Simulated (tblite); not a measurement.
# C4H4F+ (SMILES FC[c+]1cc1): GFN2-xTB

Wanted: a structure relaxation of C4H4F+. 

Program for the calculation: tblite 0.8.0.

6 further runs of the same task are left out: 6 set aside as unsound or not needed.

## Step 1: The structure to begin with

The species is C4H4F+ (9 atoms), meant as a singlet with charge +1. As SMILES, `FC[c+]1cc1`. Geometry: relaxed at GFN2-xTB. This is one conformer, not always the lowest. The run starts from this shape.

Bond lengths: F1–C2 1.350 Å, C2–C3 1.438 Å, C3–C4 1.392 Å, C3–C5 1.396 Å, C4–C5 1.364 Å, C2–H6 1.106 Å, C2–H7 1.106 Å, C4–H8 1.071 Å, C5–H9 1.071 Å. Some angles: F1–C2–C3 111.8°, C2–C3–C4 152.5°, C2–C3–C5 148.9°, C4–C3–C5 58.6°, C3–C4–C5 60.9°, C3–C5–C4 60.6°, F1–C2–H6 108.4°, F1–C2–H7 108.4°, C3–C2–H6 110.5°, C3–C2–H7 110.5°.

## Step 2: A geometry optimisation at GFN2-xTB

Contents of geom.xyz:

```xyz
9

F      0.171670     2.069350    -0.675800
C      0.566300     0.794510    -0.882190
C     -0.031910    -0.110430     0.062150
C     -0.233110    -1.378260     0.600920
C     -0.876400    -0.311270     1.155860
H      1.669520     0.754920    -0.811570
H      0.298440     0.508720    -1.916950
H     -0.023350    -2.427940     0.579900
H     -1.541150     0.100410     1.887700
```

Contents of run.py:

```python
import json
import numpy as np
from tblite.interface import Calculator
from tblite.interface import symbols_to_numbers
from scipy.optimize import minimize

symbols = list(map(str, np.loadtxt("geom.xyz", skiprows=2, usecols=0, dtype=str, ndmin=1)))
numbers = np.array(symbols_to_numbers(symbols))
positions = np.loadtxt("geom.xyz", skiprows=2, usecols=(1, 2, 3), ndmin=2) / 0.529177210903

calculator = Calculator("GFN2-xTB", numbers, positions, charge=1, uhf=0)
calculator.set("verbosity", 0)
calculator.set("accuracy", 0.01)
last, frames, energies, grads = [None], [], [], []

def fun(x):
    calculator.update(x.reshape(-1, 3))
    last[0] = calculator.singlepoint(last[0])
    return float(last[0].get('energy')), last[0].get('gradient').ravel()

def show(x):
    e, g = fun(x)
    frames.append(x.reshape(-1, 3).tolist())
    energies.append(e)
    grads.append(g.reshape(-1, 3).tolist())
    print(f"{len(energies) - 1:4d} {e:16.9f} {np.abs(g).max():12.3e} {np.linalg.norm(g):12.3e}")

print("step      energy/Eh       max grad     grad norm")
show(positions.ravel())
opt = minimize(fun, positions.ravel(), jac=True, method="BFGS", callback=show, options={"gtol": 3e-05, "maxiter": 500})
print("converged:", opt.success, "-", opt.message)
fun(opt.x)
result = last[0]
final = opt.x.reshape(-1, 3)
print("final geometry (angstrom)")
for s, p in zip(symbols, final * 0.529177210903):
    print(f"{s:<2} {p[0]:12.6f} {p[1]:12.6f} {p[2]:12.6f}")
print(f"Energy: {result.get('energy') * 627.5095:.8f} kcal/mol")
eps = np.atleast_2d(result.get("orbital-energies")) * 27.211386
occ = np.atleast_2d(result.get("orbital-occupations"))
filled = occ.sum(axis=0) if eps.shape[0] == 1 else occ[0]
homo = np.nonzero(filled > 0.5)[0].max()
print("  MO   occupation   energy/eV")
for i in range(max(0, homo - 4), min(eps.shape[1], homo + 5)):
    print(f"{i + 1:4d} {filled[i]:10.4f} {eps[0, i]:12.4f}")
mu = result.get("dipole") * 2.541746
print(f"dipole: {np.linalg.norm(mu):.4f} D, components " + " ".join(f"{c:.4f}" for c in mu))
q = result.get("charges")
print("Charges:", " ".join(f"{s}{i + 1}={c:+.4f}" for i, (s, c) in enumerate(zip(symbols, q))))
out = {k: np.asarray(result.get(k)).tolist() for k in ("energy", "gradient", "charges", "dipole", "orbital-energies", "orbital-occupations")}
out.update(symbols=symbols, positions=(positions * 0.529177210903).tolist(), final=final.tolist(), frames=frames, step_energies=energies, grads=grads, success=bool(opt.success))
json.dump(out, open("results.json", "w"))
```

The run is started by

```console
$ python run.py
```

Q: Predict the results. Wanted: total energy at the end; HOMO energy; LUMO energy; HOMO–LUMO gap.

**Answer.** As computed:

Level: GFN2-xTB.

```
               quantity         value
total energy at the end  -14.74089 Eh
            HOMO energy     -17.90 eV
            LUMO energy     -14.40 eV
          HOMO–LUMO gap       3.50 eV
```

At the final geometry: Bond lengths: F1–C2 1.351 Å, C2–C3 1.438 Å, C3–C4 1.392 Å, C3–C5 1.396 Å, C4–C5 1.364 Å, C2–H6 1.106 Å, C2–H7 1.106 Å, C4–H8 1.071 Å, C5–H9 1.071 Å. Some angles: F1–C2–C3 111.9°, C2–C3–C4 152.5°, C2–C3–C5 149.0°, C4–C3–C5 58.6°, C3–C4–C5 60.9°, C3–C5–C4 60.6°, F1–C2–H6 108.4°, F1–C2–H7 108.4°, C3–C2–H6 110.5°, C3–C2–H7 110.5°. The optimisation took 14 steps and changed the energy by -0.000 eV. Mulliken charges run from -0.18 on F1 to +0.21 on H9.
